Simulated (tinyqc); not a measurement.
CIS on RHF in the sto-3g basis, frozen core, for BH2+, spin multiplicity 1, step by step (part 2 of 2). Computed by tinyqc, a small Python program that keeps every step (integrals from PySCF). Command: `OMP_NUM_THREADS=1 python tinyqc.py 31036 31037 out.jsonl` (the two numbers bound the seeds that draw the settings). One thread of a shared host (Intel(R) Xeon(R) Processor @ 2.60GHz), about 0.06 s of CPU time with the checks.

Geometry (angstrom):
```
atom        x         y        z
B     0.00000   0.00000  0.00000
H     0.00000   1.00100  0.58300
H     0.00000  -0.96400  0.56200
```

## CIS triplet states

CIS matrix A, triplet (hartree), order 2>4, 2>5, 2>6, 2>7, 3>4, 3>5, 3>6, 3>7:
```
[[0.32271, 0.00000, 0.02080, 0.00873, 0.00047, 0.00000, -0.04582, 0.05198],
 [0.00000, 0.36183, 0.00000, 0.00000, 0.00000, 0.00054, 0.00000, 0.00000],
 [0.02080, 0.00000, 0.90564, -0.01510, -0.04582, 0.00000, -0.11420, 0.01274],
 [0.00873, 0.00000, -0.01510, 0.92740, 0.05198, 0.00000, 0.01274, 0.11742],
 [0.00047, 0.00000, -0.04582, 0.05198, 0.17156, 0.00000, -0.00097, 0.00767],
 [0.00000, 0.00054, 0.00000, 0.00000, 0.00000, 0.23075, 0.00000, 0.00000],
 [-0.04582, 0.00000, -0.11420, 0.01274, -0.00097, 0.00000, 0.72671, 0.00368],
 [0.05198, 0.00000, 0.01274, 0.11742, 0.00767, 0.00000, 0.00368, 0.78973]]
```

Diagonalise A (1 hartree = 27.211386 eV); each vector has its largest component positive (the first on a tie).

triplet excitation energies (eV): [4.49431, 6.27891, 8.48489, 9.84597, 18.36026, 19.73172, 26.21911, 27.30321]

lowest vectors, order 2>4, 2>5, 2>6, 2>7, 3>4, 3>5, 3>6, 3>7:
```
[[-0.00269, 0.00000, 0.98820, 0.00000, -0.09610, 0.08561],
 [0.00000, -0.00411, 0.00000, 0.99999, 0.00000, 0.00000],
 [0.06278, 0.00000, -0.01148, 0.00000, 0.44360, -0.06131],
 [-0.06677, 0.00000, 0.00414, 0.00000, 0.01541, -0.50158],
 [0.99566, 0.00000, 0.00189, 0.00000, -0.04133, -0.03030],
 [0.00000, 0.99999, 0.00000, 0.00411, 0.00000, 0.00000],
 [0.01580, 0.00000, 0.10683, 0.00000, 0.88872, 0.09237],
 [-0.00082, 0.00000, -0.10905, 0.00000, -0.04710, 0.85316]]
```
